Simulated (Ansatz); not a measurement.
**Converging the basis set for SiS (SMILES [Si-]#[S+])**

SiS has 2 atoms, charge 0, and is taken as a singlet. As SMILES, `[Si-]#[S+]`. The bond length is the measured one.

```
atom   x (Å)   y (Å)   z (Å)
  Si  0.0000  0.0000  0.0000
   S  0.0000  0.0000  1.9293
```

Program: Ansatz 0.2.0. Method: HF. Swept: basis set. Watched: the HOMO energy. Each run: energy. Hardware: 1 thread of Arm Neoverse V1, shared host.

Deviations are taken from the sweep's last point, which isn't the limit.

Task: The candidates, from coarse to fine: pc-0; pc-1; pc-2; pc-3; pc-4. Estimate which is the coarsest that holds the HOMO energy within 0.005 eV of the last.

Result: pc-3: it is 0.0036 eV off and takes 1.3 s, against 3.6 s for pc-4.

```json
{"basis set": "pc-0", "basis functions": "26", "value (eV)": "-10.1263", "from the best (eV)": "+0.4580", "wall time": "0.23 s"}
{"basis set": "pc-1", "basis functions": "36", "value (eV)": "-10.6139", "from the best (eV)": "-0.0297", "wall time": "0.25 s"}
{"basis set": "pc-2", "basis functions": "68", "value (eV)": "-10.5899", "from the best (eV)": "-0.0057", "wall time": "0.37 s"}
{"basis set": "pc-3", "basis functions": "128", "value (eV)": "-10.5806", "from the best (eV)": "+0.0036", "wall time": "1.3 s"}
{"basis set": "pc-4", "basis functions": "210", "value (eV)": "-10.5843", "from the best (eV)": "0.0000", "wall time": "3.6 s"}
```
